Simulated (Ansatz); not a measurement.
Two isomers of C2H5NOS: A = `NCC(O)=S`, B = `SC1NCO1`.

Program: Ansatz. Geometries: PBE0-D4/def2-TZVP. ΔE: electronic, gas phase. CBS: MP2 limit from def2 TZ/QZ plus the TZ coupled-cluster correction, frozen cores. Functionals use def2-TZVPP. B3LYP here is the variant with VWN-RPA as its local correlation; programs differ in this. One conformer a species, not always the lowest.

Which is lower in electronic energy at CCSD(T)/CBS, and by how much? (Estimate.)

The calculation gave: A, by 31.0 kcal/mol.

Give E(B) − E(A) in kcal/mol with HF/def2-TZVPP, MP2/def2-TZVPP, r2SCAN-D4, CCSD(T)/def2-TZVPP, PBE-D4, PBE0-D4, B3LYP-D4. (Estimate.)

Ansatz gave: HF/def2-TZVPP 29.8, MP2/def2-TZVPP 31.9, r2SCAN-D4 32.4, CCSD(T)/def2-TZVPP 30.3, PBE-D4 30.9, PBE0-D4 29.3, B3LYP-D4 32.4. None reverses the order clearly.

Largest T1 diagnostic: 0.016.

From PBE to PBE0 (25 % exact exchange), in def2-TZVPP and without D4, E(B) − E(A) moves by −1.6 kcal/mol.
